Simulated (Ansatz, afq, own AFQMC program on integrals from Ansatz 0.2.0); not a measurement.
## Atomization energy of AlGe, quartet

```json
{"atom": "Ge", "x (Å)": "0.0000", "y (Å)": "0.0000", "z (Å)": "0.0000"}
{"atom": "Al", "x (Å)": "0.0000", "y (Å)": "0.0000", "z (Å)": "2.4669"}
```

Atoms in their ground-state spins without spin–orbit coupling (mostly on UHF) minus the molecule (UHF), without zero-point energy. The geometry is a stationary point, not shown to be a minimum.

Basis cc-pVTZ. Noble-gas cores (and the filled d shells of Ga–Kr and In–Xe) are frozen. AFQMC by an in-house program on the Cholesky factors that Ansatz 0.2.0 writes for its CCSD(T) run. The CISD trial takes its coefficients from CCSD amplitudes. Released means that phaseless walkers are propagated on without the constraint, phases kept. Uncertainties: one standard error, sampling alone. No spin–orbit coupling. The errors of all members are added in quadrature.

No full CI on the walks' own integrals is used here; CCSDT(Q) serves as the reference and is uncertain by about the last step of the cluster series. Each member takes its own surest rung, up to full CI.

The best estimate is CCSD(T) at the basis-set limit (CBS: def2-TZVPP and def2-QZVPP, with their diffuse functions for anions and beside diffuse sets, CCSD(T) itself extrapolated) plus the step from CCSD(T) to CCSDT(Q) in cc-pVTZ. Rows without CBS are in cc-pVTZ; B2PLYP and the wave-function rows carry a basis error of their own. Core correlation and relativity beyond core potentials are missing, and ± holds the sampling alone.

Cautions: inner d shell frozen; no relativity below Rb; no spin-orbit coupling; AlGe (quartet): lower spins were not checked, the released energies are still falling, so no released level is given (meV from the phaseless value at times in 1/Eh: -4 ± 3 at 0.24, -9 ± 3 at 0.51, -17 ± 3 at 0.99, -21.0 ± 2.1 at 1.62, -23.9 ± 2.2 at 2.40), its ph-AFQMC/CISD value lies 35 ± 3 meV above CCSDT(Q).

| level | atomization energy (kJ/mol) |
| --- | --- |
| B3LYP | 222.3 |
| wB97M-V | 224.9 |
| PBE | 255.2 |

(1) From these cheaper values, estimate the atomization energy at the level of the best estimate.

(1) 235.4 kJ/mol (best estimate, highest rung CCSDT(Q)).

| level | atomization energy (kJ/mol) | error against the best estimate (kJ/mol) |
| --- | --- | --- |
| HF | 151.9 | -83.4 |
| MP2 | 222.9 | -12.5 |
| CCSD | 209.3 | -26.0 |
| CCSD(T) | 222.1 | -13.3 |
| ph-AFQMC/CISD | 222.7 ± 0.3 | -12.7 ± 0.3 |
| HF/CBS | 152.5 | -82.8 |
| MP2/CBS | 231.4 | -4.0 |
| CCSD(T)/CBS | 232.4 | -3.0 |
| r2SCAN | 256.8 | 21.5 |
| PBE0 | 242.6 | 7.3 |
| B2PLYP | 220.7 | -14.7 |
| surest rungs in cc-pVTZ | 225.0 | -10.3 |

Correlation beyond CCSD(T) adds 3.0 kJ/mol. Going to the basis-set limit adds 10.3 kJ/mol at CCSD(T). The perturbative (T) step is worth +12.7 kJ/mol.

Best estimates are given only where the step beyond CCSD(T) is under 0.3 eV and no member's determinant is very poor (T1 over 0.05, or 0.07 for open shells, ⟨S²⟩ too high by 0.3, two states mixed), so the hardest cases are missing from such tables.

The functionals ran in a triple-zeta set and keep a basis error of their own, a few kJ/mol for each bond in atomization energies and more for double hybrids, so close places among them and the extrapolated levels can swap.

Each member of a difference takes its own highest rung, so a best estimate needn't equal the limit plus the step of one row. A walk keeps the symmetry of its determinant, which the program's search chose and which needn't be the lowest solution, so a lower state of the same spin and another symmetry isn't excluded.
